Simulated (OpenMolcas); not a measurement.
**[NO2]+ (SMILES O=[N+]=O) at 6 levels**

We compute a comparison of 6 runs (UHF/STO-3G, B2PLYP/STO-3G, B3LYP/STO-3G, PBE/STO-3G, UPBE/STO-3G, CISD/STO-3G) of [NO2]+. 

Program for the calculation: OpenMolcas 26.06.

3 further runs of the same task are left out: 1 for a known fault of the program, 2 set aside as unsound or not needed.

### Step 1. The system as given

[NO2]+ has 3 atoms, charge +1, and is taken as a singlet. As SMILES, `O=[N+]=O`. One bond was lengthened or shortened from a relaxed shape.

Bond lengths: O1–N2 1.110 Å, N2–O3 1.387 Å. Angles: O1–N2–O3 180.0°.

### Step 2. A single-point energy at UHF/STO-3G (run 1)

File job.inp:

```
&GATEWAY
 BasLib=$CurrDir
 Coord
 3
 angstrom
 O       -0.716226       1.158763      -0.261973
 N       -0.143256       0.231733      -0.052393
 O        0.572990      -0.927010       0.209580
 Basis=STO-3G
 Group=NoSym

&SEWARD

&SCF
 UHF
 Charge=1
 Thresholds=1e-10 1e-07 1e-07 1e-05
 Scramble=0.25
 PrOrbitals=1 1
```

The basis set STO-3G is read from a file made from the Basis Set Exchange's data (not shown).

Launch:

```bash
$ export MOLCAS_MEM=1860
$ pymolcas job.inp > job.log
```

Output:

```text
--- Start Module: gateway ---
[...]
--- Stop Module: gateway /rc=_RC_ALL_IS_WELL_ ---
--- Start Module: seward ---
[...]
      Basis functions           15
--- Stop Module: seward /rc=_RC_ALL_IS_WELL_ ---
--- Start Module: scf ---
[...]
       Convergence after  51 Iterations
[...]
::    Total SCF energy                               -200.9585324647
[...]
      Total spin, S                                     0.5515450141
[...]
      Total electronic charge=   22.000000
      Total            charge=    1.000000
[...]
      Dipole Moment (debye):
      Origin of the operator (angstrom)=   -0.0934    0.1512   -0.0342
                   X=  2.2322E-01               Y= -3.6116E-01               Z=  8.1645E-02           Total=  4.3236E-01
      Center of Charge (angstrom)
[...]
--- Stop Module: scf /rc=_RC_ALL_IS_WELL_ ---
[...]
```

Wall time 2.5 s (1 thread of Arm Neoverse V1, shared host); peak memory 0.37 GiB.

### Step 3. The energy at B2PLYP/STO-3G (run 2)

File job.input:

```
* NO2 Kohn-Sham DFT
>>> EXPORT MOLCAS_PRINT=2

&GATEWAY
 BasLib
 $CurrDir
 Coord
 3
 angstrom
 O       -0.716226       1.158763      -0.261973
 N       -0.143256       0.231733      -0.052393
 O        0.572990      -0.927010       0.209580
 Basis
 STO-3G
 Group
 NoSym

&SEWARD
 GridInput
 Grid=UltraFine
 End of Grid

&SCF
 Charge
 1
 KSDFT
 B2PLYP_SCF
 Thresholds
 1e-10 1e-07 1e-07 1e-05
 PrOrbitals
 1 1

&MBPT2
 Frozen
 3
```

The basis set STO-3G is read from a file made from the Basis Set Exchange's data (not shown).

Launch:

```bash
$ export MOLCAS_MEM=1860
$ pymolcas job.input > job.log
```

Output:

```text
--- Start Module: gateway ---
[...]
--- Stop Module: gateway /rc=_RC_ALL_IS_WELL_ ---
[...]
      Basis functions           15
[...]
--- Start Module: scf ---
[...]
       Convergence after  18 Iterations
[...]
::    Total KS-DFT energy                            -201.5685457682
[...]
      Total spin, S                                     0.0000000000
[...]
      Total electronic charge=   22.000000
      Total            charge=    1.000000
[...]
      Dipole Moment (debye):
      Origin of the operator (angstrom)=   -0.0934    0.1512   -0.0342
                   X= -2.0106E-01               Y=  3.2527E-01               Z= -7.3539E-02           Total=  3.8940E-01
      Center of Charge (angstrom)
[...]
--- Stop Module: scf /rc=_RC_ALL_IS_WELL_ ---
[...]
--- Start Module: mbpt2 ---
[...]
 ###    WARNING: MP2 implementation intended for RHF references only         ###
 ###############################################################################
MBPT2 WARNING: Reference function according to RunFile:KS-DFT
I'll assume you know what you're doing and continue
WARNING!
Default frozen orbitals as non valence orbitals is overwritten by user input.
Default values:   3
[...]
       Reference weight ( Cref**2 )         =        0.68443
::    Total MBPT2 energy                             -202.0407375857
[...]
      Total MBPT2 calculations                           0.03      0.03
--- Stop Module: mbpt2 /rc=_RC_ALL_IS_WELL_ ---
[...]
```

Wall time 4.2 s (1 thread of Arm Neoverse V1, shared host); peak memory 0.37 GiB.

Runs 3 to 5 aren't shown in full; the table further down has their settings and results.

### Step 4. A single-point energy at CISD/STO-3G (run 6)

File job.inp:

```
>>> EXPORT MOLCAS_PRINT=2

&gateway
  baslib
  $CurrDir
  coord
  3
  angstrom
  O       -0.716226       1.158763      -0.261973
  N       -0.143256       0.231733      -0.052393
  O        0.572990      -0.927010       0.209580
  basis
  STO-3G
  group
  NoSym

&seward

&scf
  charge
  1
  thresholds
  1e-10 1e-07 1e-07 1e-05
  prorbitals
  1 1

&motra
  frozen
  3

&guga
  electrons
  16
  spin
  1
  inactive
  8
  active
  0
  ciall
  1

&cpf
  sdci
```

The basis set STO-3G is read from a file made from the Basis Set Exchange's data (not shown).

Launch:

```bash
$ export MOLCAS_MEM=1860
$ pymolcas job.inp > job.log
```

Output:

```text
--- Start Module: gateway ---
[...]
--- Stop Module: gateway /rc=_RC_ALL_IS_WELL_ ---
[...]
      Basis functions           15
[...]
       Convergence after  16 Iterations
[...]
::    Total SCF energy                               -200.9147749197
[...]
      Total spin, S                                     0.0000000000
[...]
      *** WARNING: Default frozen orbitals is overwritten by user input.
      *** Default values:   3
[...]
--- Start Module: guga ---
[...]
--- Stop Module: guga /rc=_RC_ALL_IS_WELL_ ---
--- Start Module: cpf ---
[...]
      Active orbitals                            0       0
[...]
      Spin quantum number                      0.0
[...]
     FINAL CI ENERGY          -201.16486000
     FINAL CORRELATION ENERGY   -0.25008508  REFERENCE ENERGY    -200.91477492
[...]
     REL. CI ENERGY           -201.16486000
[...]
      Total electronic charge=   22.000000
      Total            charge=    1.000000
[...]
      Dipole Moment (debye):
      Origin of the operator (angstrom)=   -0.0934    0.1512   -0.0342
                   X= -6.7204E-02               Y=  1.0872E-01               Z= -2.4580E-02           Total=  1.3016E-01
      Quadrupole Moment (debye*angstrom):
[...]
--- Stop Module: cpf /rc=_RC_ALL_IS_WELL_ ---
[...]
```

Wall time 1.8 s (1 thread of Arm Neoverse V1, shared host); peak memory 0.37 GiB.

### Step 5. All runs side by side

```
run          level  scramble  frozen core orbitals  energy (Eh)  HOMO energy (eV)  LUMO energy (eV)  HOMO–LUMO gap (eV)  wall time
  1     UHF/STO-3G      0.25                     –  -200.958532            -21.54             -5.93               15.61      2.5 s
  2  B2PLYP/STO-3G         –                     3  -201.696038            -19.59            -10.02                9.57      4.2 s
  3   B3LYP/STO-3G         –                     –  -201.897782            -18.19            -11.82                6.36      4.8 s
  4     PBE/STO-3G         –                     –  -201.751584            -17.00            -12.47                4.53      5.1 s
  5    UPBE/STO-3G      0.25                     –  -201.751584            -17.00            -12.47                4.53      6.6 s
  6    CISD/STO-3G         –                     3  -201.164860            -21.69             -7.21               14.47      1.8 s
```

### Step 6. Summary of results

| quantity | value |
| --- | --- |
| run 6: total energy | -201.16486 Eh |
| run 6: HOMO energy (Hartree–Fock orbitals) | -21.69 eV |
| run 6: LUMO energy (Hartree–Fock orbitals) | -7.21 eV |
| run 6: HOMO–LUMO gap (Hartree–Fock orbitals) | 14.47 eV |
| run 6: correlation energy (3 core orbitals frozen) | -250.1 mEh |

**Reading.** Over runs 1, 2, 3, 4, 5 the HOMO–LUMO gap runs from 4.53 eV (PBE/STO-3G) to 15.61 eV (UHF/STO-3G). For B2PLYP the log adds the whole second-order term; the table takes 0.27 of it, as the functional is defined. Totals of different functionals can't be ranked against each other. In runs 1, 2, 3, 4, 5, 6 the basis is minimal, so the values are rough. Spin contamination of the reference: run 1 ⟨S²⟩ = 0.86. Where it is this large, the reference is a mixture of spin states, and values that rest on it are in doubt. All runs together took 25 s, the longest 6.6 s.
